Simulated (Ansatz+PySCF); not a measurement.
Values are calculated unless marked as measured or tabulated.
This PySCF input gave a total energy of -237.60409 hartree.

```python
from pyscf import gto, scf

mol = gto.M(atom="""
Na 0.000000 0.000000 -1.185920
O 0.000000 0.000000 1.176430
H 0.000000 0.824770 1.816820
H 0.000000 -0.824770 1.816820
""", basis='def2-svp', charge=1, spin=0)
mf = scf.UHF(mol)
mf.init_guess = '1e'
mf.kernel()
while True:  # follow internal instabilities
    mo, _, stable, _ = mf.stability(return_status=True)
    if stable: break
    mf.kernel(mf.make_rdm1(mo, mf.mo_occ))
print(mf.converged, mf.e_tot, mf.spin_square()[0])
```

Task: Write an input for Ansatz with the same method and basis set.

Result:

```yaml
crystal:
  periodic: [false, false, false]
  atoms:
    - { symbol: Na, position_ang: [0.0, 0.0, -1.18592] }
    - { symbol: O, position_ang: [0.0, 0.0, 1.17643] }
    - { symbol: H, position_ang: [0.0, 0.82477, 1.81682] }
    - { symbol: H, position_ang: [0.0, -0.82477, 1.81682] }
basis:
  gaussian: { orbitals: def2-SVP }
total_charge: 1
magnetization:
  spin_polarized: true
hamiltonian:
  xc: hf
```

Ansatz (development build ahead of 0.2.0) gave -237.60409 hartree, 0.00 meV from the first.
